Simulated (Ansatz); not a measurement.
**SiNH2+ (triplet): from Hartree-Fock to the top rungs, cc-pVTZ**

One table from this session's results is given with a row withheld; the runs are named, their logs left out.

Program: Ansatz 0.2.0, Gaussian basis. Level of theory: cc-pVTZ, core rule «outside noble gas», up to 6 orbitals frozen. These are calculated values, not measurements.

Plan: UHF; CCSD(T) on ROHF; CCSD(T) on UHF; BCCD(T) on ROHF; CCSDT(Q) on ROHF; CCSDT(Q) on UHF; CASSCF and MRCISD+Q, 10 electrons in 10 orbitals; CASSCF and NEVPT2, 10 electrons in 10 orbitals.

7 further runs of the same task are left out: 2 for a known fault of the program, 5 set aside as unsound or not needed.

## What is computed

The geometry is a PBE0/def2-TZVP stationary point (not a proven minimum) of the parent state, kept for this charge and spin.

4 atoms, charge 1, spin multiplicity 3.

Atoms are counted from 1 here; the program's logs count them from 0.

Bond lengths: Si1–N2 1.849 Å, Si1–H3 1.470 Å, Si1–H4 1.470 Å. Angles: N2–Si1–H3 117.7°, N2–Si1–H4 117.7°, H3–Si1–H4 124.6°.

The first run:

in.yaml reads:

```yaml
crystal:
  periodic: [false, false, false]
  atoms:
    - {symbol: Si, position_ang: [0.000000, 0.000000, 0.555774]}
    - {symbol: N, position_ang: [0.000000, 0.000000, -1.292740]}
    - {symbol: H, position_ang: [0.000000, 1.301958, 1.239079]}
    - {symbol: H, position_ang: [0.000000, -1.301958, 1.239079]}
basis:
  gaussian: {orbitals: cc-pVTZ}
total_charge: 1
magnetization: {spin_polarized: true, initial_magnetization: 2}
hamiltonian: {xc: hf}
output: {orbitals: {seedname: orbitals}}
```

On the command line:

```sh
$ ansatz run in.yaml --threads 1 --pin off --events-out ev --progress --plain --max-ram 2816MiB --backend cpu
```

Steps of the session up to this table: UHF; CCSD(T) on ROHF; CCSD(T) on UHF; BCCD(T) on ROHF; CCSDT(Q) on ROHF; CCSDT(Q) on UHF; CASSCF and MRCISD+Q, 10 electrons in 10 orbitals; CASSCF and NEVPT2, 10 electrons in 10 orbitals.

One of the session's tables, all rows but one given; the rest of the session is left out.

```
          method  from UCCSDT(Q) (kJ/mol)
            ROHF                   +706.4
             UHF                   +689.4
            RMP2                   +117.0
            UMP2                   +119.1
           RCCSD                    +26.8
           UCCSD                    +26.2
        RCCSD(T)                     +4.7
        UCCSD(T)                     +4.6
         BCCD(T)                     +4.7
          RCCSDT                     +1.3
          UCCSDT                     +1.1
       RCCSDT(Q)                     +0.3
       UCCSDT(Q)                        0
  CASSCF valence                        ?
  NEVPT2 valence                   +107.3
  MRCISD valence                    +35.2
MRCISD+Q valence                     +4.5
```

Estimate the missing values for CASSCF valence.

As computed: from UCCSDT(Q) (kJ/mol): +506.9. In the column «from UCCSDT(Q) (kJ/mol)» it lies between UMP2 (+119.1) and UHF (+689.4).

Among the levels timed on like hardware and quicker than the yardstick, those that no quicker one beats, quickest first: NEVPT2 valence (8 s, +107.3 kJ/mol); MRCISD+Q valence (10 s, +4.5 kJ/mol).

Limits of these values: Of the multireference levels listed MRCISD+Q valence comes nearest in total energy (+4.5 kJ/mol), which doesn't show that its space is the better one. Restricted and unrestricted rows rest on different reference determinants; where their highest levels disagree by more than a few hundredths of an eV, they describe different states and don't form one ladder.
